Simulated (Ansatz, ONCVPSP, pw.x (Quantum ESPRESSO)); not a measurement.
**What a changed setting does to a pw.x run (bcc Ga)**

Potential: optimised norm-conserving Vanderbilt (ONCV), ONCVPSP 4.0.1.1 (patched build), PBEsol; core [Ar] 3d10, reference 4s2 4p1; waves: 4s: rc 1.45 bohr, ncon 3, nbas 7, qcut 4 1/bohr, 2 projectors, debl 3.4 Ha; 4p: rc 2.65 bohr, ncon 3, nbas 6, qcut 3.3 1/bohr, 2 projectors, debl 4 Ha; d scattering state at 0.05 Ha: rc 2.45 bohr, ncon 4, nbas 8, qcut 4.3 1/bohr, 1 projector; local part: polynomial inside 1.40 bohr (lpopt 5, dvloc0 1 Ha); core correction: none.

The reference run (k-mesh 14³, cutoffs 45/180 Ry, Fermi–Dirac 0.01 Ry, mixing_beta 0.4, conv_thr 1e-9, no spin) gives -0.21 GPa at 18.120 Å³/atom, where all-electron LAPW gives -0.58 GPa. This run, with its own iteration cap, changes k-mesh points per axis to 3.

```
&control
  calculation='scf', prefix='x', pseudo_dir='./', outdir='./tmp', tstress=.true., disk_io='none'
/
&system
  ibrav=0, nat=1, ntyp=1, ecutwfc=45, ecutrho=180, nbnd=8,
  occupations='smearing', smearing='fd', degauss=0.01
/
&electrons
  conv_thr=1e-09, mixing_beta=0.4, electron_maxstep=50
/
ATOMIC_SPECIES
Ga 1.0 Ga.UPF
CELL_PARAMETERS angstrom
  -1.65462431 1.65462431 1.65462431
  1.65462431 -1.65462431 1.65462431
  1.65462431 1.65462431 -1.65462431
ATOMIC_POSITIONS crystal
Ga 0.0000 0.0000 0.0000
K_POINTS automatic
3 3 3 0 0 0
```

```bash
pw.x < Ga.scf.in > Ga.scf.out
```

Problem. How does the run end?

Solution. It converges in 5 iterations; the free energy moves by +197.4 meV/atom and the pressure by -0.28 GPa.

```
Message from routine setup:
     using ibrav=0 with symmetry is DISCOURAGED, use correct ibrav instead
     lattice parameter (alat)  =       5.4158  a.u.
     unit-cell volume          =     122.2798 (a.u.)^3
     number of electrons       =         3.00
     number of Kohn-Sham states=            8
     kinetic-energy cutoff     =      45.0000  Ry
     charge density cutoff     =     180.0000  Ry
     scf convergence threshold =      1.0E-09
     Exchange-correlation= PBESOL
     number of k points=     4  Fermi-Dirac smearing, width (Ry)=  0.0100
     iteration #  1     ecut=    45.00 Ry     beta= 0.40
     total energy              =      -4.43083700 Ry
     estimated scf accuracy    <       0.00304097 Ry
     iteration #  2     ecut=    45.00 Ry     beta= 0.40
     total energy              =      -4.43058243 Ry
     estimated scf accuracy    <       0.00099203 Ry
     iteration #  3     ecut=    45.00 Ry     beta= 0.40
     total energy              =      -4.43060186 Ry
     estimated scf accuracy    <       0.00000044 Ry
     iteration #  4     ecut=    45.00 Ry     beta= 0.40
     total energy              =      -4.43060239 Ry
     estimated scf accuracy    <       0.00000008 Ry
     iteration #  5     ecut=    45.00 Ry     beta= 0.40
     the Fermi energy is     4.9380 ev
!    total energy              =      -4.43060239 Ry
     estimated scf accuracy    <          9.3E-10 Ry
     smearing contrib. (-TS)   =      -0.00513689 Ry
     The total energy is F=E-TS. E is the sum of the following terms:
     one-electron contribution =       2.36429694 Ry
     hartree contribution      =       0.01449718 Ry
     xc contribution           =      -1.56675804 Ry
     ewald contribution        =      -5.23750158 Ry
     convergence has been achieved in   5 iterations
          total   stress  (Ry/bohr**3)                   (kbar)     P=       -4.91
     Message from routine punch:
     Nothing written, as per user request (disk_io='none')
```

The run took about 0.7 s on one core of a shared host (Neoverse-N1, 64 threads, 124 GiB, load 58).
